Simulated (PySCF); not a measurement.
## 1,2-dimethoxyethane: full NMR table

- Formula: C4H10O2
- SMILES: COCCOC
- Point group of the computed structure: C1
- Degrees of unsaturation: 0
- Carbon signals: 2
- Proton signals: 2

Structure with atom numbers: `[CH3:1][O:2][CH2:3][CH2:4][O:5][CH3:6]`. Hydrogens are named by the atom that carries them.

- shieldings: GIAO PBE0/pcSseg-1
- geometry: GFN2-xTB
- run in PySCF 2.14
- a single conformation, no solvent model, equivalent nuclei averaged, no relativistic terms

Scale: TMS for 1H (σ = 31.72 ppm) and 13C (σ = 186.93 ppm); H2O for 17O (σ = 336.08 ppm) (reference shieldings calculated alike).

| carbon | δC, type | δH (multiplicity) | HMBC from (2–3 bonds) | span of the C tensor (ppm) |
| --- | --- | --- | --- | --- |
| C1/C6 | 61.4, CH3 | 3.52 (s) | H(C3)/H(C4) | 91 |
| C3/C4 | 74.2, CH2 | 3.65 (s) | H(C3)/H(C4), H(C1)/H(C6) | 83 |

Other nuclei:
```tsv
atoms	nucleus	environment	δ (ppm)	σ (ppm)
O2/O5	17O	ether oxygen	15.3	320.8
```

Carbon types of the structure: 2 × CH2, 2 × CH3, which accounts for all hydrogens. δC 74.2: sp3 CH2 bonded to O; pulled downfield by the heteroatom. δC 61.4: methyl carbon bonded to O; deshielded by the electronegative neighbour. δH 3.65: hydrogen on an sp3 CH2 bonded to O; its carbon carries O, hence the downfield position. δH 3.52: hydrogen on a methyl carbon bonded to O; its carbon carries O, an electronegative neighbour.

Shifts are as computed. Against solution values, carbons near 30 ppm lie about +3 ppm off and those near 130 ppm about +5 ppm. Of 1211 compounds with measured shifts, 218 miss one by over three times the rms of a fit or turn the order of signals round; such compounds aren't used in these exercises. Experimental scales use liquid or dissolved standards, which lie at an offset from isolated H2O (liquid H2O: subtract about 36 ppm). Multiplicities follow the n + 1 count of equivalent neighbours, as no J values were calculated; m marks all less simple cases, F and P coupling included.
